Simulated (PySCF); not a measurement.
BCl3, SMILES ClB(Cl)Cl.

Coordinates come from a TPSSh-D3(BJ)/def2-SVP optimisation. The isomer is the one that the SMILES or the coordinates give; other isomers of the formula were not compared.

These are PySCF with PBE/def2-TZVPD values and carry that method's errors.

The molecule is in vacuum.

The total energy is -1405.02329 hartree, the point group is D3h and the highest occupied level comes out as -7.73 eV. The lowest empty level is -2.78 eV, the orbital gap is 4.95 eV and the dipole moment is 0.00 D. The quadrupole, principal values (traceless, Buckingham form, about the centre of nuclear charge) comes out as -0.40, -0.40, 0.79 D·Å and the mean static polarisability is 58.5 bohr³ (8.67 Å³). The polarisability, principal values is 42.5, 66.5, 66.5 bohr³.
